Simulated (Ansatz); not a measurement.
fcc Ag: LDA at its full settings (plane-wave cutoff 520 eV, 24×24×24 k mesh, Fermi–Dirac smearing 0.05 eV, no spin polarisation, scalar-relativistic PAW data made under PBE) and at cheaper ones, in a cell of 1 atom with Γ-centred meshes.

```csv
level and setting,lattice constant a (Å),bulk modulus (GPa)
LDA (Ansatz),4.001,139
LDA (Γ point alone) (Ansatz),3.686,497
LDA (2×2×2 k mesh) (Ansatz),(withheld),(withheld)
LDA (4×4×4 k mesh) (Ansatz),4.016,139
```

**Question.** Some entries are withheld; supply them.

**Answer.** 
- LDA (2×2×2 k mesh) (Ansatz, a program for electronic structure), lattice constant a (Å): 4.254
- LDA (2×2×2 k mesh) (Ansatz), bulk modulus (GPa): 101

Largest shifts from the full settings: lattice constant a -7.87 % (LDA (Γ point alone)), against a difference of -1.50 % of the full result from the reference 4.062 Å (measured, static lattice: zero-point anharmonic expansion removed, sources range from 4.056 to 4.063; as tabulated in Mejia-Rodriguez and Trickey (2018), arXiv:1807.09216); bulk modulus +258 % (LDA (Γ point alone)), against a difference of +26 % of the full result from the reference 110 GPa (measured, corrected for temperature and zero-point phonon effects, sources range from 104 to 111; as tabulated in Levämäki et al. (2014), arXiv:1402.3671).

Ansatz's density-functional and Hartree–Fock values are scalar-relativistic unless marked +SOC, with PAW data made under PBE.

Run with cheap settings on purpose, which may leave them unconverged: LDA (2×2×2 k mesh), LDA (4×4×4 k mesh), LDA (Γ point alone).
